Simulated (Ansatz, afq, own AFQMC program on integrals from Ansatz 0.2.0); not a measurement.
## CuCl⁺, quartet in def2-SVP, levels against AFQMC with the constraint released

| atom | x (Å) | y (Å) | z (Å) |
| --- | --- | --- | --- |
| Cu | 0.0000 | 0.0000 | 0.0000 |
| Cl | 0.0000 | 0.0000 | 2.1406 |

Basis def2-SVP. Noble-gas cores (and the filled d shells of Ga–Kr and In–Xe) are frozen. Integrals, coupled cluster, full CI and functionals: Ansatz 0.2.0; the random walks run on the same integrals in our own AFQMC program. ph-AFQMC/CISD is guided by a CISD state made of CCSD amplitudes; releasing the constraint for a short imaginary time cuts its bias at the price of noise, slowly where states lie close. Uncertainties: one standard error, sampling alone. The metal's outer-core s and p shells are frozen, which shifts wave-function levels against functionals.

Determinant: UHF, the one that the program's search chose, which needn't be the lowest solution. The geometry is a PBE0/def2-TZVP stationary point of this or a neighbouring charge and spin state.

No full CI on the walks' own integrals is used here. The released AFQMC energy serves as the reference, which it does only where one determinant dominates, the energy is flat over the last release times and near the phaseless one (40 meV or 2 meV an electron, half that with transition metals). On small molecules, where full CI could be run and the noise was under 10 meV, such values lay within 10 meV of it in 19 cases of 20, a flattering rate, since the rule was set on those same cases; what remains of the bias isn't in the error bar.

Cautions: no relativity below Rb; outer-core shells of the metal frozen; another spin lies lower; the released value is read at 1.20 1/Eh, later times being too noisy (meV from the phaseless value at times in 1/Eh: -6 ± 6 at 0.24, -12 ± 4 at 0.60, -10 ± 7 at 1.20, -22 ± 8 at 1.80, -16 ± 11 at 2.60); released reference can be 30 meV off for metals.

- T1 diagnostic: 0.0216
- weight of the determinant in the CISD state: 0.900
- ⟨S²⟩ of the determinant: 3.758
- size of the correlated space: 17 electrons in 35 orbitals

| level | correlation energy (eV) |
| --- | --- |
| MP2 | -8.2929 |
| CCSD | -8.6367 |
| CCSD(T) | -8.8763 |

(1) Estimate where AFQMC with the constraint released lies against CCSD(T) on the same integrals.

(1) 0.09 ± 0.15 kcal/mol above CCSD(T). The gap is under twice the noise, so this walk alone can't tell the two apart.

Reference: AFQMC with the constraint released, correlation energy -8.872 ± 0.007 eV.

| level | E − E(reference) (kcal/mol) | share of correlation (%) |
| --- | --- | --- |
| CCSD(T) | -0.09 ± 0.15 | 100.05 |
| ph-AFQMC/CISD | 0.23 ± 0.17 | 99.89 |

A walk keeps the symmetry of its determinant, which the program's search chose and which needn't be the lowest solution, so a lower state of the same spin and another symmetry isn't excluded. Released energies are given only where the last usable release times agree within the noise; a slower fall can still hide under it.
